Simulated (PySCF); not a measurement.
# Stretching PN

Set-up: basis P aug-pcseg-1, N aug-pcseg-1; no relativity; PySCF 2.14. Energies in eV from P + N in their ground configurations at the same level. State: ¹Σ⁺ (singlet), closed shell.

All columns are PBE0. A positive dipole means P(−)N(+).

```csv
R (Å),E (eV),μ (D),Mulliken charge on P (basis-dependent),HOMO (eV),LUMO (eV),Mayer bond order,⟨S²⟩
1.284,-3.556,-2.83,0.49,-9.09,-1.61,2.79,0.00
1.344,-4.806,-2.82,0.51,-9.22,-1.84,2.75,0.00
1.403,-5.499,-2.81,0.53,-9.32,-2.08,2.72,0.00
1.448,-5.744,-2.80,0.54,-9.37,-2.26,2.70,0.00
1.493,-5.808,-2.79,0.56,-9.41,-2.44,2.69,0.00
1.538,-5.732,-2.78,0.57,-9.41,-2.62,2.68,0.00
1.597,-5.466,-2.77,0.59,-9.20,-2.86,2.68,0.00
1.672,-4.951,-2.76,0.60,-8.96,-3.14,2.69,0.00
1.762,-4.172,-2.74,0.60,-8.70,-3.46,2.71,0.00
1.881,-3.392,-2.11,0.51,-8.34,-3.31,1.68,1.01
```

A fit through these points gives, at Re = 1.489 Å, μ = -2.79 D and dμ/dR = 0.199 D/Å; the reduced mass is 9.643 u.

Q: How strong is the fundamental in the double-harmonic approximation, I = 42.26·(dμ/dR)²/μred km/mol?

A: I = 42.26·(0.199)²/9.643 = 0.174 km/mol at PBE0.

The closed-shell solution turns unstable on stretching: from about 1.88 Å a spin-polarised solution lies lower.

⟨S²⟩ of the unrestricted solution departs from its pure value on part of the curve, where spin states mix.
